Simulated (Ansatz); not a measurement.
# N₂O: a ladder of functionals and wavefunction methods

An exercise on one series of results from a longer session: the logs are not shown, and one member is left open.

Program: Ansatz 0.2.0, Gaussian basis. Level of theory: functionals in def2-TZVPP, the program's frozen cores in correlated methods. These are calculated values, not measurements.

The runs, in order: LDA (SPW92), PBE-D4, revPBE-D4, BLYP-D4, r2SCAN-D4, B97M-V, PBE0-D4, B3LYP-D4, r2SCANh-D4, r2SCAN0-D4, HSE06-D4, BHLYP-D4, CAM-B3LYP-D4, LC-ωPBE, ωB97X-V, ωB97M-V, B2PLYP, PBE-QIDH; CCSD(T)/def2-SVP; CCSD(T)/def2-TZVPP; CCSD(T)/def2-QZVPP; extrapolation to the limit; RPA on PBE.

### The geometry

An earlier PBE0-D4 in a triple-zeta def2 set relaxation fixed the geometry.

SMILES `[N-]=[N+]=O`, 3 atoms, charge 0, spin multiplicity 1.

Atoms are counted from 1 here; the program's logs count them from 0.

Bond lengths: N1–N2 1.118 Å, N2–O3 1.174 Å. Angles: N1–N2–O3 180.0°.

Set-up of the first run:

File in.yaml:

```yaml
crystal:
  periodic: [false, false, false]
  atoms:
    - {symbol: N, position_ang: [0.335872, -1.083924, 0.069494]}
    - {symbol: N, position_ang: [0.005562, -0.017904, 0.001154]}
    - {symbol: O, position_ang: [-0.341444, 1.101828, -0.070658]}
basis:
  gaussian: {orbitals: def2-TZVPP}
hamiltonian: {xc: lda}
output: {orbitals: {seedname: orbitals}}
```

Run with:

```bash
$ ansatz run in.yaml --threads 2 --pin off --events-out ev --progress --plain --max-ram 32768MiB --backend cpu
```

Steps of the session up to this table: LDA; PBE-D4 (GGA); revPBE-D4 (GGA); BLYP-D4 (GGA); r2SCAN-D4 (meta-GGA); B97M-V (meta-GGA); PBE0-D4 (hybrid); B3LYP-D4 (hybrid); r2SCANh-D4 (hybrid); r2SCAN0-D4 (hybrid); HSE06-D4 (hybrid); BHLYP-D4 (hybrid); CAM-B3LYP-D4 (range-separated); LC-ωPBE (range-separated); ωB97X-V (range-separated); ωB97M-V (range-separated); B2PLYP (double hybrid); PBE-QIDH (double hybrid).

One table of the session follows, with a row left open; its other results are not shown here.

It belongs to the step «Orbital energies across the functionals». 

| functional | HOMO (eV) | gap (eV) |
| --- | --- | --- |
| LDA (SPW92) | ? | ? |
| PBE-D4 | -8.34 | 7.04 |
| revPBE-D4 | -8.26 | 7.06 |
| BLYP-D4 | -8.24 | 6.97 |
| r2SCAN-D4 | -8.67 | 7.58 |
| B97M-V | -8.66 | 7.74 |
| PBE0-D4 | -9.82 | 9.64 |
| B3LYP-D4 | -9.59 | 9.05 |
| r2SCANh-D4 | -9.22 | 8.55 |
| r2SCAN0-D4 | -10.06 | 10.01 |
| HSE06-D4 | -9.41 | 8.85 |
| BHLYP-D4 | -11.22 | 12.21 |
| CAM-B3LYP-D4 | -11.24 | 12.20 |
| LC-ωPBE | -12.53 | 14.81 |
| ωB97X-V | -12.16 | 14.42 |
| ωB97M-V | -12.07 | 14.31 |

Estimate the missing values for LDA (SPW92).

**Answer.** HOMO (eV): -8.59; gap (eV): 7.00. In the column «HOMO (eV)» it lies between B97M-V (-8.66) and PBE-D4 (-8.34).
